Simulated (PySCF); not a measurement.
Bonds (- single, = double, # triple, : aromatic): C1=C2 1.323 Å, C2-P3 1.820 Å, P3-C4 1.852 Å, P3-C5 1.857 Å. C1 carries H6, H7; C2 carries H8; C4 carries H9, H10, H11; C5 carries H12, H13, H14. H7 is cis to P3; H6 is trans to P3.

[PySCF 2.14.0 with density-fitted response routines: structure optimised with GFN2-xTB; PBE0/pcSseg-1 with gauge-including orbitals; fast rotation and ring inversion assumed for equivalent nuclei; single conformer; no solvent; non-relativistic]

δ = σ(ref) − σ, references computed at the same level: TMS for $^{13}$C and $^{1}$H; $^{31}$P against H3PO4.

```json
{"atoms": "C2", "nucleus": "$^{13}$C", "count": "1", "δ (ppm)": "155.5"}
{"atoms": "H7", "nucleus": "$^{1}$H", "count": "1", "δ (ppm)": "5.45"}
{"atoms": "C4/C5", "nucleus": "$^{13}$C", "count": "2", "δ (ppm)": "?"}
{"atoms": "H8", "nucleus": "$^{1}$H", "count": "1", "δ (ppm)": "?"}
{"atoms": "P3", "nucleus": "$^{31}$P", "count": "1", "δ (ppm)": "-63.3"}
{"atoms": "H9/H10/H11/H12/H13/H14", "nucleus": "$^{1}$H", "count": "6", "δ (ppm)": "1.10"}
{"atoms": "H6", "nucleus": "$^{1}$H", "count": "1", "δ (ppm)": "5.91"}
{"atoms": "C1", "nucleus": "$^{13}$C", "count": "1", "δ (ppm)": "125.1"}
```

Fill in the missing shifts.

Answers


- C4/C5: 16.8 ppm, methyl carbon bonded to P
- H8: 6.68 ppm, hydrogen on an alkene CH; a vinylic proton, deshielded by the sp2 carbon and the C=C anisotropy

Shifts are as computed. Against solution values, carbons near 30 ppm lie about +3 ppm off and those near 130 ppm about +5 ppm. Of 1211 compounds with measured shifts, 218 miss one by over three times the rms of a fit or turn the order of signals round; such compounds aren't used in these exercises. Experimental scales use liquid or dissolved standards, which lie at an offset from isolated H3PO4.
